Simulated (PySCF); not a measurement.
## How far each method lies from RCCSDT for HCGe⁺, quintet

Geometry: that of the HCGe, quartet, kept fixed.

```xyz
3

Ge    0.0000    0.0140    0.3105
C     0.0000   -0.1369   -1.6710
H     0.0000    0.6198   -2.4658
```

Basis 6-31G (Cartesian d functions); PySCF 2.14.0. Correlated methods freeze the noble-gas cores and the filled d shells of p-block atoms, which leaves 8 electrons in 25 orbitals. Prefix R: restricted or restricted open-shell reference; prefix U: unrestricted. No spin–orbit coupling is included, and no scalar relativity.

Full CI isn't at hand for all of this; RCCSDT serves as the reference. It lacks quadruple excitations, which often exceed the step from CCSD(T) to CCSDT. The frozen core follows each run's orbitals, which can shift R against U totals by a few meV for light atoms and by up to 0.1 eV past Ca.

The UHF ⟨S²⟩ is 6.031 and the T1 diagnostic (ROHF- or RHF-based CCSD) is 0.0346. The largest doubles amplitude (ROHF- or RHF-based CCSD) is 0.085.

```
   level  E − E(RCCSDT) (kJ/mol)  share of correlation (%)  wall time
     RHF                   255.2                      0.00          –
    RMP2                    63.3                     75.21          –
   RCCSD                     7.1                     97.22          –
RCCSD(T)                     1.7                     99.32     0.72 s
```

The correlation energy at RCCSDT, counted from RHF, is -2.645 eV. That run took 17 s on 1 thread of Arm Neoverse V2, shared host.

Run but not shown, since their state, orbitals or frozen core can't be matched to the reference's or they repeat it: UHF, UMP2, UCCSD, UCCSD(T).

Times are those of the correlated step on a shared host, with one SCF added for the restricted CCSD run; they ran on 1 thread of Arm Neoverse V2.
